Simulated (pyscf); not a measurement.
Thermochemistry of product channels of `[F][C]([F])[F]` [doublet] + `[ClH]` on the doublet surface, in kcal/mol, from CCSD(T)/def2-TZVPP + ΔMP2(QZVPP) energies (ideal gas, 1 atm, RRHO with modes under 100 cm⁻¹ raised to 100, one conformer, R ln 2 for rigid chiral ones). Optimised with ωB97X-D3(BJ)/def2-SVP in PySCF. Correlated levels are frozen-core, on RHF or UHF. ΔMP2 is the change of the MP2 total energy from the triple- to the quadruple-zeta basis.

| products | ΔE | ΔH(298 K) | ΔG(298 K) | ΔG(600 K) |
|---|---|---|---|---|
| `[F][Cl]` + `[F][CH][F]` [doublet] | +62.1 | +63.1 | +61.5 | +60.0 |
| `[FH]` + `[F][C]([F])[Cl]` [doublet] | +2.8 | +3.4 | +2.8 | +2.1 |

These are energies of the channels, which say nothing of barriers. The CCSD(T) − MP2 part came from Ansatz, without density fitting, on the same reference.
